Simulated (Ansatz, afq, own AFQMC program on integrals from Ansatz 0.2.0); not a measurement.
Two steps: Ansatz 0.2.0 writes the Fock matrix and Cholesky factors of the valence space, and afq projects on them the lowest state that overlaps trial and start.

```yaml
crystal:
  periodic: [false, false, false]
  atoms:
    - {symbol: B, position_ang: [0.000000, 0.000000, 0.000000]}
    - {symbol: N, position_ang: [0.000000, 0.000000, 3.937000]}
basis:
  gaussian: {orbitals: 6-31G}
total_charge: 1
magnetization: {spin_polarized: false, initial_magnetization: 1}
correlation: {method: ccsd_t, electrons: outside_noble_gas, hamiltonian_folder: ham}
```

```sh
$ ansatz run in.yaml --threads 1 --pin off --events-out ev --progress --plain --max-ram 16896MiB --backend cuda --devices 0, --max-vram 18GiB
```

afq runs on the folder ham with

```
--method free --trial cid --walkers 50 --time-step 0.05 --max-blocks 120 --target-error 0.00128 --factor-cut 1e-05 --seed 465 --times 0.0,0.2,0.4,0.8,1.2 --taylor-order 8
```

Times are imaginary, in 1/Eh. The walk had a cap of 60 s.

afq prints:

```
orbitals 16  electrons 4 3  factors 72 of 258
reference energy -78.48149134 Eh
CCSD correlation -0.12249275 Eh in 24 cycles, weight of the determinant in the CISD state 0.7741
repeat  energy at the last time / Eh  error
    10  -78.608001  0.001088
    20  -78.607329  0.000587
    30  -78.607598  0.000446
time / (1/Eh)  energy / Eh  error  mean overlap
  0.00  -78.603604  0.000322  1.2915
  0.20  -78.605070  0.000329  1.2957
  0.40  -78.605761  0.000305  1.3047
  0.80  -78.606859  0.000363  1.3170
  1.20  -78.607473  0.000448  1.2970
energy -78.607473 +/- 0.000448 Eh
```

The run passed its tests (error under three times the target), which doesn't prove that it has relaxed.

Against this walk (error 12.2 meV) on the same determinant: CCSD(T) 11.9 meV higher (within the noise), CCSDT(Q) 59.1 meV lower, CCSDTQ 59.0 meV lower, full CI (a separate run on its own orbitals, whose frozen core shifts it by up to a few meV) 59.1 meV lower. The error is statistical, and a free projection of finite length keeps a remainder of its start. The projection is still falling at its last time (meV from the last point: 105 ± 9 at 0.00, 65 ± 9 at 0.20, 47 ± 8 at 0.40, 17 ± 10 at 0.80, 0 ± 12 at 1.20), so its energy is a cut-off value, and the gaps above aren't errors of the other methods. Full CI is exact here, so the walk's 59 meV above it is the walk's own error: what remains of the start. The determinant is a poor start (see the cautions), so the low cluster orders aren't to be relied on, and full CI is the sure value.

Cautions: remainder of the start not in the error; a spin-contaminated unrestricted determinant lies lower (UHF 1.78 eV lower, ⟨S²⟩ 1.75); strong correlation (T1 0.010, weight of the determinant 0.77, largest double 0.41); the CCSDT(Q) amplitudes may be one of several solutions (largest double 0.71); the CCSDTQ amplitudes may be one of several solutions (largest double 0.72); full CI with its own frozen core; a state of higher spin lies lower (by 2.80 eV); the time-step error isn't removed.

The walk took 1.7 s on 1 × NVIDIA H100 80GB HBM3 with 2 threads of AMD EPYC 7R13 Processor (Zen 3), on a shared host (the card was shared). The log's last line is the free-projection energy.

CCSDT and higher add their correlation energy to the determinant of the CCSD(T) run, since their own runs factorise the integrals more tightly (a shift of under 2 meV).
